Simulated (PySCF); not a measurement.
## Stretching NH

Set-up: H jorge-DZP-DKH, N jorge-DZP-DKH; spin-free X2C with a Gaussian nucleus (PySCF 2.14). Energies in eV from H + N in their ground configurations at the same level. State: ³Σ⁻ (triplet), unpaired electrons π ↑↑.

| R (Å) | UHF-SCS-MP2 | LDA | B2PLYP |
| --- | --- | --- | --- |
| 0.908 | -2.516 | -3.264 | -2.846 |
| 0.950 | -2.811 | -3.587 | -3.140 |
| 0.993 | -2.978 | -3.786 | -3.309 |
| 1.024 | -3.037 | -3.871 | -3.372 |
| 1.056 | -3.051 | -3.911 | -3.390 |
| 1.088 | -3.027 | -3.914 | -3.371 |
| 1.130 | -2.949 | -3.872 | -3.301 |
| 1.183 | -2.792 | -3.764 | -3.159 |
| 1.246 | -2.539 | -3.576 | -2.932 |
| 1.331 | -2.106 | -3.266 | -2.574 |

Problem. Put a parabola through the three lowest points of the UHF-SCS-MP2 curve and estimate Re, k and ωe (reduced mass 0.9402 u; 1 eV/Å² = 0.16022 mdyn/Å; ωe = 1302.8·√(k/μ) cm⁻¹).

Solution. Through R = 1.024, 1.056, 1.088 Å the second-order coefficient is 18.6 eV/Å², so Re ≈ 1.052 Å, k ≈ 5.95 mdyn/Å and ωe ≈ 3276 cm⁻¹. A polynomial fit of higher order to the unrounded UHF-SCS-MP2 energies gives Re = 1.051 Å, k = 6.17 mdyn/Å, ωe = 3336 cm⁻¹; anharmonicity and rounding make the difference.

The higher-order fit for each curve: UHF-SCS-MP2: Re = 1.051 Å, ωe = 3336 cm⁻¹, De = 3.05 eV; LDA: Re = 1.074 Å, ωe = 3068 cm⁻¹, De = 3.92 eV; B2PLYP: Re = 1.055 Å, ωe = 3254 cm⁻¹, De = 3.39 eV.

Correlated steps freeze 1 core orbital. Correlated levels converge slowly with the basis: in double zeta they bind strong bonds too weakly, by up to about 1 eV, and carry superposition errors of some tenths. B2PLYP dipoles, levels and charges come from its SCF part alone. The state is the lowest determinant that a PBE0 search found; another state may lie lower at other levels.
